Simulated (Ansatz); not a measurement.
# H₂OSSi: taking an electron away

How much energy removes an electron from H₂OSSi at fixed geometry? The cation is run at each level and the neutral's energy taken from earlier runs.

Method: unrestricted cation, the program's frozen cores in correlated methods; program: Ansatz 0.2.0, Gaussian basis.

Plan: UKS PBE-D4/def2-TZVPP; UKS r2SCAN-D4/def2-TZVPP; UKS PBE0-D4/def2-TZVPP; UKS B3LYP-D4/def2-TZVPP; UKS wB97X-V/def2-TZVPP; UKS wB97M-V/def2-TZVPP; UKS B2PLYP/def2-TZVPP; UHF-CCSD(T)/def2-TZVPP; UHF-MP2/def2-QZVPP; extrapolation to the limit; then −ε(HOMO) from the neutral's earlier runs with LDA (SPW92), PBE-D4, revPBE-D4, BLYP-D4, r2SCAN-D4, B97M-V, PBE0-D4, B3LYP-D4, r2SCANh-D4, r2SCAN0-D4, HSE06-D4, BHLYP-D4, CAM-B3LYP-D4, LC-ωPBE, ωB97X-V, ωB97M-V.

### Step 1. Structure used throughout

All runs share one geometry, relaxed beforehand with PBE0-D4 in a triple-zeta def2 set.

SMILES `O[Si]S`, 5 atoms, charge 0, spin multiplicity 1.

Atoms are counted from 1 here; the program's logs count them from 0.

Bond lengths: O1–Si2 1.646 Å, O1–H4 0.960 Å, Si2–S3 2.176 Å, S3–H5 1.346 Å. Angles: Si2–O1–H4 123.1°, O1–Si2–S3 104.3°, Si2–S3–H5 99.8°.

### Step 2. Cation, UKS PBE-D4/def2-TZVPP

File in.yaml:

```yaml
crystal:
  periodic: [false, false, false]
  atoms:
    - {symbol: O, position_ang: [-1.194674, -0.658885, -0.325801]}
    - {symbol: Si, position_ang: [-0.956756, 0.951270, -0.079475]}
    - {symbol: S, position_ang: [1.167691, 1.118579, 0.360323]}
    - {symbol: H, position_ang: [-0.489410, -1.308057, -0.267172]}
    - {symbol: H, position_ang: [1.523049, -0.176508, 0.270725]}
basis:
  gaussian: {orbitals: def2-TZVPP}
total_charge: 1
magnetization: {spin_polarized: true, initial_magnetization: 1}
hamiltonian: {xc: pbe, dispersion: d4}
```

After this run come: Cation, UKS r2SCAN-D4/def2-TZVPP; Cation, UKS PBE0-D4/def2-TZVPP; Cation, UKS B3LYP-D4/def2-TZVPP; Cation, UKS wB97X-V/def2-TZVPP; Cation, UKS wB97M-V/def2-TZVPP; Cation, UKS B2PLYP (frozen core)/def2-TZVPP; Cation, UHF-CCSD(T)/def2-TZVPP; Cation, UHF-MP2/def2-QZVPP.

**Question.** What will the summary of the whole plan be? Wanted: ionisation energy, CCSD(T)/CBS; nearest functional by difference; nearest −ε(HOMO); −ε(HOMO) of PBE; T1 of the cation.

The runs gave:

```
                        quantity               value
  ionisation energy, CCSD(T)/CBS             9.52 eV
nearest functional by difference  ωB97M-V (-0.13 eV)
                nearest −ε(HOMO)  LC-ωPBE (+0.12 eV)
                 −ε(HOMO) of PBE             6.03 eV
                T1 of the cation               0.022
```

In words: By cation minus neutral, the functionals miss by 0.36 eV at most. −ε(HOMO) of PBE misses by 3.5 eV, since self-interaction lifts the level. Among orbital estimates LC-ωPBE comes nearest. Hartree-Fock falls 1.11 eV short, as the neutral has more correlation energy than the cation.
